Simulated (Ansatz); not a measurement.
# CH3O2 radical: geometry and frequencies at several levels

One table from this session's results is given with a row withheld; the runs are named, their logs left out.

Program: Ansatz 0.2.0. Level of theory: the levels named in each step. These are calculated values, not measurements.

## The system as given

Bond lengths: O1–C2 1.274 Å, C2–O3 1.396 Å, C2–H4 1.131 Å, C2–H5 1.130 Å, O3–H6 0.968 Å. Angles: O1–C2–O3 118.8°, O1–C2–H4 112.6°, O1–C2–H5 112.7°, O3–C2–H4 105.7°, O3–C2–H5 105.7°, H4–C2–H5 99.3°, C2–O3–H6 108.7°.

Structure file:

```xyz
6

O    -0.7028    0.4710    0.8106
C    -0.3135   -0.3379   -0.0936
O     0.9396   -0.1427   -0.6782
H    -1.0445   -0.4117   -0.9540
H    -0.3268   -1.4147    0.2500
H     1.3472    0.6408   -0.2825
```

The first run:

input.yaml

```yaml
crystal:
  periodic: [false, false, false]
  atoms:
    - { symbol: O, position_ang: [-0.70277, 0.47103, 0.81058] }
    - { symbol: C, position_ang: [-0.3135, -0.33786, -0.09363] }
    - { symbol: O, position_ang: [0.93961, -0.14267, -0.67818] }
    - { symbol: H, position_ang: [-1.0445, -0.41173, -0.95401] }
    - { symbol: H, position_ang: [-0.32682, -1.41469, 0.24995] }
    - { symbol: H, position_ang: [1.34722, 0.64077, -0.28253] }
magnetization:
  spin_polarized: true
  initial_magnetization: 1
basis:
  gaussian: { orbitals: def2-SVP }
hamiltonian:
  xc: pbe
  dispersion: d4
relax:
  f_tol: 0.03
  max_steps: 200
```

On the command line:

```console
$ ansatz run input.yaml --threads 2 --pin off --max-ram 5120MiB --backend cpu --events-out ev --progress --plain --runs-dir out
```

Steps of the session up to this table: A rough first relaxation, PBE-D4/def2-SVP; Relaxation, PBE0-D4/def2-TZVPP; Frequencies, PBE0-D4/def2-TZVPP; Relaxation, PBE-D4/def2-TZVPP; Frequencies, PBE-D4/def2-TZVPP; Relaxation, r2SCAN-D4/def2-TZVPP; Frequencies, r2SCAN-D4/def2-TZVPP; Relaxation, B3LYP-D4/def2-TZVPP; Frequencies, B3LYP-D4/def2-TZVPP; Relaxation, B2PLYP/def2-TZVPP.

One of the session's tables, all rows but one given; the rest of the session is left out.

| level | O1–C2 (Å) | C2–O3 (Å) | dipole (D) | highest frequency (cm⁻¹) |
| --- | --- | --- | --- | --- |
| PBE0-D4/def2-TZVPP | ? | ? | ? | ? |
| PBE-D4/def2-TZVPP | 1.3008 | 1.4201 | 0.89 | 3663 |
| r2SCAN-D4/def2-TZVPP | 1.3081 | 1.4087 | 0.63 | 3787 |
| B3LYP-D4/def2-TZVPP | 1.3201 | 1.4050 | 0.86 | 3802 |
| B2PLYP/def2-TZVPP | 1.3358 | 1.4022 | 1.30 | - |

Q: Estimate the row for PBE0-D4/def2-TZVPP from the others.

**Answer.** O1–C2 (Å): 1.3191; C2–O3 (Å): 1.3933; dipole (D): 0.99; highest frequency (cm⁻¹): 3862. In the column «O1–C2 (Å)» it lies between r2SCAN-D4/def2-TZVPP (1.3081) and B3LYP-D4/def2-TZVPP (1.3201).
